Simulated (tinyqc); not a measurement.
MP2 on RHF in the sto-6g basis, for NH3, spin multiplicity 1, step by step (part 2 of 2). Computed by tinyqc, a small Python program that keeps every step (integrals from PySCF). Command: `OMP_NUM_THREADS=1 python tinyqc.py 24657 24658 out.jsonl` (the two numbers bound the seeds that draw the settings). One thread of a shared host (Intel(R) Xeon(R) Processor @ 2.60GHz), about 0.3 s of CPU time with the checks.

Geometry (angstrom):
```
atom          x          y         z
N      0.000000   0.000000  0.467000
H      0.955000   0.000000  0.000000
H     -0.477000   0.827000  0.000000
H     -0.477000  -0.827000  0.000000
```

## Integrals over molecular orbitals

coefficients C:
```
              MO1        MO2        MO3        MO4        MO5        MO6        MO7        MO8
1N 1s    0.996229  -0.208680   0.000000   0.000008  -0.093663  -0.158812   0.000191   0.000000
1N 2s    0.018765   0.750452   0.000000  -0.000007   0.503251   1.136664  -0.001487   0.000000
1N 2px   0.000000  -0.000009   0.000000   0.596189  -0.000040   0.001282   1.007487   0.000000
1N 2py   0.000000   0.000000   0.596095   0.000000   0.000000   0.000000   0.000000   1.007802
1N 2pz  -0.003895  -0.140215   0.000000   0.000070   0.851229  -0.643426   0.000854   0.000000
2H 1s   -0.003928   0.156561   0.000000   0.504335  -0.154600  -0.682299  -0.945304   0.000000
3H 1s   -0.003930   0.156645   0.436665  -0.252067  -0.154647  -0.681016   0.473851  -0.819478
4H 1s   -0.003930   0.156645  -0.436665  -0.252067  -0.154647  -0.681016   0.473851   0.819478
```

core Hamiltonian H = T + V (hartree), lower triangle:
```
             1N 1s      1N 2s     1N 2px     1N 2py     1N 2pz      2H 1s      3H 1s      4H 1s
1N 1s   -25.930666
1N 2s    -5.668456  -7.660951
1N 2px   -0.000004  -0.000060  -6.417033
1N 2py    0.000000   0.000000   0.000000  -6.417212
1N 2pz    0.020033   0.222115   0.000001   0.000000  -6.342514
2H 1s    -1.334112  -3.071629  -2.124669   0.000000   1.104581  -4.510761
3H 1s    -1.334928  -3.072851   1.061739  -1.840870   1.105148  -1.179014  -4.511458
4H 1s    -1.334928  -3.072851   1.061739   1.840870   1.105148  -1.179014  -1.178597  -4.511458
```

Given earlier and not repeated: Two-electron integrals (ij|kl) in chemists' order.

(pq|rs) = sum C_ip C_jq C_kr C_ls (ij|kl), one index at a time.

one-electron integrals over orbitals h = C^T H C (hartree), lower triangle:
```
            1          2          3          4          5          6          7          8
1  -25.917887
2    0.444360  -6.394575
3    0.000000   0.000000  -5.467883
4   -0.000016   0.000096   0.000000  -5.467652
5    0.195131  -0.240933   0.000000  -0.000104  -6.088757
6    0.341573  -1.300882   0.000000  -0.001716   0.566549  -4.702010
7   -0.000420   0.001503   0.000000  -1.291548  -0.000646  -0.000347  -4.912556
8    0.000000   0.000000  -1.291616   0.000000   0.000000   0.000000   0.000000  -4.912778
```

Two-electron integrals over orbitals (pq|rs), unique and non-zero (hartree):
```
(11|11) 4.143310    (21|11) -0.349586   (21|21) 0.047746    (22|11) 0.846259
(22|21) -0.009646   (22|22) 0.612831    (31|31) 0.009430    (32|31) 0.014545
(32|32) 0.121493    (33|11) 0.700902    (33|21) -0.003274   (33|22) 0.555481
(33|33) 0.572399    (41|11) 0.000012    (41|21) -2.00e-06   (41|22) -9.15e-07
(41|33) -0.002497   (41|41) 0.009432    (42|11) -0.000032   (42|21) -1.16e-07
(42|22) -0.000026   (42|33) -0.045334   (42|41) 0.014544    (42|42) 0.121453
(43|31) -0.002498   (43|32) -0.045336   (43|43) 0.042806    (44|11) 0.700902
(44|21) -0.003275   (44|22) 0.555453    (44|33) 0.486728    (44|41) 0.002499
(44|42) 0.045351    (44|44) 0.572405    (51|11) -0.160562   (51|21) 0.018775
(51|22) -0.014359   (51|33) -0.004828   (51|41) 2.37e-07    (51|42) 1.64e-06
(51|44) -0.004827   (51|51) 0.027283    (52|11) 0.090408    (52|21) -0.007813
(52|22) -0.016871   (52|33) -0.001549   (52|41) 1.10e-06    (52|42) 3.41e-06
(52|44) -0.001536   (52|51) 0.017601    (52|52) 0.096724    (53|31) 0.003648
(53|32) -0.003223   (53|43) 0.010289    (53|53) 0.031392    (54|11) 0.000024
(54|21) -3.17e-07   (54|22) 0.000013    (54|33) 0.010296    (54|41) 0.003650
(54|42) -0.003206   (54|44) -0.010286   (54|51) -1.61e-07   (54|52) 5.53e-07
(54|54) 0.031391    (55|11) 0.925653    (55|21) -0.012670   (55|22) 0.587415
(55|33) 0.532932    (55|41) 1.33e-06    (55|42) -0.000013   (55|44) 0.532925
(55|51) 0.012944    (55|52) 0.095505    (55|54) 0.000016    (55|55) 0.751004
(61|11) -0.285384   (61|21) 0.041213    (61|22) -0.003210   (61|33) -0.001024
(61|41) 0.000015    (61|42) 0.000024    (61|44) -0.001017   (61|51) 0.006516
(61|52) -0.015939   (61|54) 0.000007    (61|55) -0.018183   (61|61) 0.040352
(62|11) 0.319100    (62|21) -0.007935   (62|22) 0.127958    (62|33) 0.078985
(62|41) 0.000015    (62|42) 0.000040    (62|44) 0.078980    (62|51) -0.016041
(62|52) -0.014401   (62|54) 0.000033    (62|55) 0.114339    (62|61) -0.000405
(62|62) 0.097311    (63|31) 0.004924    (63|32) -0.021445   (63|43) 0.029922
(63|53) 0.013981    (63|63) 0.053857    (64|11) 0.000390    (64|21) -0.000007
(64|22) 0.000148    (64|33) 0.030047    (64|41) 0.004924    (64|42) -0.021481
(64|44) -0.029859   (64|51) 1.30e-06    (64|52) 0.000060    (64|54) 0.013998
(64|55) 0.000203    (64|61) 1.14e-06    (64|62) 0.000134    (64|64) 0.053955
(65|11) -0.119804   (65|21) -0.001296   (65|22) -0.060481   (65|33) -0.030540
(65|41) 0.000010    (65|42) 0.000066    (65|44) -0.030499   (65|51) 0.007407
(65|52) 0.011598    (65|54) 0.000022    (65|55) -0.063806   (65|61) -0.005081
(65|62) -0.051977   (65|64) -0.000062   (65|65) 0.035618    (66|11) 0.744201
(66|21) -0.007558   (66|22) 0.546969    (66|33) 0.503627    (66|41) 0.000026
(66|42) 0.000201    (66|44) 0.503804    (66|51) -0.022348   (66|52) -0.053488
(66|54) -0.000029   (66|55) 0.487731    (66|61) 0.003080    (66|62) 0.098859
(66|64) -0.000008   (66|65) -0.048898   (66|66) 0.540456    (71|11) 0.000349
(71|21) -0.000051   (71|22) 2.78e-06    (71|33) -0.003006   (71|41) 0.013576
(71|42) 0.019350    (71|44) 0.003011    (71|51) -0.000008   (71|52) 0.000019
(71|54) 0.005309    (71|55) 0.000022    (71|61) -0.000025   (71|62) 0.000021
(71|64) 0.006616    (71|65) 0.000020    (71|66) 0.000032    (71|71) 0.019604
(72|11) -0.000382   (72|21) 0.000010    (72|22) -0.000144   (72|33) 0.015047
(72|41) 0.011159    (72|42) 0.027848    (72|44) -0.015224   (72|51) 0.000019
(72|52) 0.000011    (72|54) 0.024503    (72|55) -0.000133   (72|61) 0.000020
(72|62) -0.000057   (72|64) 0.038385    (72|65) 0.000084    (72|66) -0.000097
(72|71) 0.015222    (72|72) 0.052970    (73|31) 0.002195    (73|32) 0.041328
(73|43) -0.013555   (73|53) -0.010316   (73|63) -0.026584   (73|73) 0.034255
(74|11) 0.300768    (74|21) -0.005919   (74|22) 0.102869    (74|33) 0.085246
(74|41) -0.002207   (74|42) -0.041290   (74|44) 0.058235    (74|51) 0.000630
(74|52) 0.048925    (74|54) 0.010292    (74|55) 0.150935    (74|61) -0.005903
(74|62) 0.075974    (74|64) 0.026668    (74|65) -0.034786   (74|66) 0.044537
(74|71) -0.003167   (74|72) 0.005882    (74|74) 0.137498    (75|11) 0.000135
(75|21) 1.31e-06    (75|22) 0.000061    (75|33) -0.019900   (75|41) 0.007641
(75|42) 0.051786    (75|44) 0.019982    (75|51) -0.000009   (75|52) -0.000013
(75|54) 0.018454    (75|55) 0.000069    (75|61) 0.000020    (75|62) 0.000085
(75|64) -0.017814   (75|65) 0.000015    (75|66) 0.000139    (75|71) 0.010689
(75|72) 0.014764    (75|74) -0.019409   (75|75) 0.046193    (76|11) 0.000050
(76|21) -7.72e-07   (76|22) -0.000013   (76|33) -0.044991   (76|41) 0.010550
(76|42) 0.092377    (76|44) 0.045061    (76|51) 0.000023    (76|52) 0.000088
(76|54) -0.017398   (76|55) 0.000076    (76|61) 0.000007    (76|62) -2.19e-06
(76|64) -0.038490   (76|65) 0.000065    (76|66) 0.000166    (76|71) 0.014283
(76|72) -0.000232   (76|74) -0.045255   (76|75) 0.038184    (76|76) 0.096314
(77|11) 0.780495    (77|21) -0.007647   (77|22) 0.548515    (77|33) 0.487266
(77|41) 0.000054    (77|42) 0.030222    (77|44) 0.560130    (77|51) -0.003321
(77|52) 0.014159    (77|54) -0.014402   (77|55) 0.551862    (77|61) -0.005704
(77|62) 0.081018    (77|64) -0.035620   (77|65) -0.028189   (77|66) 0.505851
(77|71) -0.000185   (77|72) -0.024197   (77|74) 0.067509    (77|75) 0.014360
(77|76) 0.041098    (77|77) 0.577019    (81|31) 0.013578    (81|32) 0.019356
(81|43) -0.003010   (81|53) 0.005308    (81|63) 0.006619    (81|73) 0.003158
(81|81) 0.019613    (82|31) 0.011158    (82|32) 0.027833    (82|43) 0.015123
(82|53) 0.024506    (82|63) 0.038368    (82|73) -0.006066   (82|81) 0.015226
(82|82) 0.052968    (83|11) 0.300784    (83|21) -0.005920   (83|22) 0.102857
(83|33) 0.058230    (83|41) 0.002199    (83|42) 0.041262    (83|44) 0.085291
(83|51) 0.000631    (83|52) 0.048935    (83|54) -0.010287   (83|55) 0.150938
(83|61) -0.005897   (83|62) 0.075968    (83|64) -0.026444   (83|65) -0.034742
(83|66) 0.044731    (83|71) 0.003170    (83|72) -0.006112   (83|74) 0.071326
(83|75) 0.019493    (83|76) 0.045359    (83|77) 0.093199    (83|83) 0.137520
(84|31) 0.002199    (84|32) 0.041279    (84|43) -0.013508   (84|53) -0.010296
(84|63) -0.026511   (84|73) 0.032068    (84|81) 0.003163    (84|82) -0.006020
(84|84) 0.034173    (85|31) 0.007643    (85|32) 0.051809    (85|43) -0.019935
(85|53) 0.018450    (85|63) -0.017790   (85|73) 0.019487    (85|81) 0.010695
(85|82) 0.014768    (85|84) 0.019457    (85|85) 0.046210    (86|31) 0.010550
(86|32) 0.092340    (86|43) -0.044923   (86|53) -0.017378   (86|63) -0.038348
(86|73) 0.045352    (86|81) 0.014288    (86|82) -0.000188   (86|84) 0.045287
(86|85) 0.038166    (86|86) 0.096153    (87|31) -0.000092   (87|32) -0.030556
(87|43) 0.036571    (87|53) 0.014467    (87|63) 0.035835    (87|73) -0.013048
(87|81) 0.000140    (87|82) 0.024095    (87|84) -0.012995   (87|85) -0.014462
(87|86) -0.041295   (87|87) 0.040966    (88|11) 0.780632    (88|21) -0.007651
(88|22) 0.548563    (88|33) 0.560247    (88|41) -0.000078   (88|42) -0.030437
(88|44) 0.487170    (88|51) -0.003320   (88|52) 0.014172    (88|54) 0.014451
(88|55) 0.551924    (88|61) -0.005708   (88|62) 0.081076    (88|64) 0.035916
(88|65) -0.028227   (88|66) 0.505701    (88|71) 0.000166    (88|72) 0.024007
(88|74) 0.093291    (88|75) -0.014381   (88|76) -0.041234   (88|77) 0.495569
(88|83) 0.067431    (88|88) 0.577258
```

## Second-order Moller-Plesset energy

orbital energies (hartree): MO1 -15.521037, MO2 -1.079944, MO3 -0.548520, MO4 -0.548313, MO5 -0.366693, MO6 0.589560, MO7 0.653461, MO8 0.653809

Hartree-Fock energy = -55.98612211 hartree

E2 = sum_ijab (ia|jb) [2 (ia|jb) - (ib|ja)] / (e_i + e_j - e_a - e_b) over occupied i, j and virtual a, b; the opposite-spin part is (ia|jb)^2 / denominator, the rest is same-spin, and SCS-MP2 scales them by 6/5 and 1/3.

Terms (the 40 largest of 117):
```
i  j  a  b    (ia|jb)    (ib|ja)  denominator       term
4  4  7  7   0.137498   0.137498    -2.403550  -0.007866
3  3  8  8   0.137520   0.137520    -2.404658  -0.007865
4  3  7  8   0.071326   0.032068    -2.404104  -0.003281
3  4  8  7   0.071326   0.032068    -2.404104  -0.003281
4  2  7  6   0.075974   0.038385    -2.871279  -0.003005
2  4  6  7   0.075974   0.038385    -2.871279  -0.003005
3  2  8  6   0.075968   0.038368    -2.871833  -0.003004
2  3  6  8   0.075968   0.038368    -2.871833  -0.003004
2  2  6  6   0.097311   0.097311    -3.339008  -0.002836
4  4  6  6   0.053955   0.053955    -2.275746  -0.001279
3  3  6  6   0.053857   0.053857    -2.276159  -0.001274
5  5  8  8   0.046210   0.046210    -2.041005  -0.001046
5  5  7  7   0.046193   0.046193    -2.040310  -0.001046
5  2  6  6  -0.051977  -0.051977    -2.625757  -0.001029
2  5  6  6  -0.051977  -0.051977    -2.625757  -0.001029
5  4  6  7  -0.034786  -0.017814    -2.158028  -0.000834
4  5  7  6  -0.034786  -0.017814    -2.158028  -0.000834
5  3  6  8  -0.034742  -0.017790    -2.158582  -0.000832
3  5  8  6  -0.034742  -0.017790    -2.158582  -0.000832
2  2  7  7   0.052970   0.052970    -3.466811  -0.000809
2  2  8  8   0.052968   0.052968    -3.467507  -0.000809
5  5  6  6   0.035618   0.035618    -1.912506  -0.000663
3  3  7  7   0.034255   0.034255    -2.403963  -0.000488
4  4  8  8   0.034173   0.034173    -2.404245  -0.000486
4  4  7  6   0.026668   0.026668    -2.339648  -0.000304
4  4  6  7   0.026668   0.026668    -2.339648  -0.000304
3  3  6  7  -0.026584  -0.026584    -2.340061  -0.000302
3  3  7  6  -0.026584  -0.026584    -2.340061  -0.000302
3  4  6  8  -0.026511  -0.026444    -2.340202  -0.000301
4  3  8  6  -0.026511  -0.026444    -2.340202  -0.000301
4  3  6  8  -0.026444  -0.026511    -2.340202  -0.000298
3  4  8  6  -0.026444  -0.026511    -2.340202  -0.000298
5  3  7  8   0.019493   0.019487    -2.222484  -0.000171
3  5  8  7   0.019493   0.019487    -2.222484  -0.000171
3  5  7  8   0.019487   0.019493    -2.222484  -0.000171
5  3  8  7   0.019487   0.019493    -2.222484  -0.000171
5  4  8  8   0.019457   0.019457    -2.222625  -0.000170
4  5  8  8   0.019457   0.019457    -2.222625  -0.000170
5  4  7  7  -0.019409  -0.019409    -2.221930  -0.000170
4  5  7  7  -0.019409  -0.019409    -2.221930  -0.000170
```

Pair energies (hartree; pair i-j sums ij and ji):
```
pair  opposite spin  same spin
1-1       -0.000074          0
2-1       -0.000052          0
2-2       -0.004454          0
3-1       -0.000011  -0.000018
3-2       -0.005095  -0.000985
3-3       -0.010231          0
4-1       -0.000011  -0.000018
4-2       -0.005095  -0.000984
4-3       -0.006286  -0.001282
4-4       -0.010239          0
5-1       -0.000030          0
5-2       -0.002374          0
5-3       -0.002095  -0.000266
5-4       -0.002095  -0.000267
5-5       -0.002755          0
```

MP2 correlation energy = -0.05471951 hartree

SCS-MP2 correlation energy = -0.06235249 hartree

MP2 total energy = -56.04084162 hartree
